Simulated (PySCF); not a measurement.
Gas-phase reaction: HPO3 + H2O → PH3 + 4 O

Energies from PySCF, thermal terms from the rigid-rotor harmonic-oscillator model, ideal gas at 1 bar. † marks an energy on the PBE0/def2-TZVP geometry and frequencies; other levels use their own. MP2 and CCSD(T) freeze the core. 6-31G* has spherical d functions here. Open shells (unrestricted): O (multiplicity 3); the rest are closed-shell singlets. Spin-orbit splitting is ignored; it lowers the true energy and changes the entropy of O. HPO3: computed as isolated molecules; such fragments, hydroxides, amides, oligomers or adducts are transient or little studied in the gas. MP2 isn't extrapolated to the basis-set limit. CCSD(T) isn't extrapolated to the basis-set limit.

| level | ΔH°(298 K), kJ |
|---|---|
| CCSD(T)/def2-SVP† | [?] |
| HF/6-31G* | 869 |
| M06-2X/def2-TZVP† | [?] |
| MP2/def2-TZVPP† | [?] |
| PBE/def2-SVP | [?] |
| PBE0/def2-QZVP† | 1901 |
| PBE0/def2-SVP† | 1764 |
| r2SCAN/def2-TZVP† | 1928 |
| LDA/def2-TZVP† | 2394 |
| ωB97M-V/def2-TZVP† | 1915 |
| ωB97X-V/def2-TZVP† | 1899 |

**Question.** Complete the blanks.

**Answer.** 
- CCSD(T)/def2-SVP†, ΔH°(298 K), kJ: 1618
- M06-2X/def2-TZVP†, ΔH°(298 K), kJ: 1917
- MP2/def2-TZVPP†, ΔH°(298 K), kJ: 2021
- PBE/def2-SVP, ΔH°(298 K), kJ: 1929
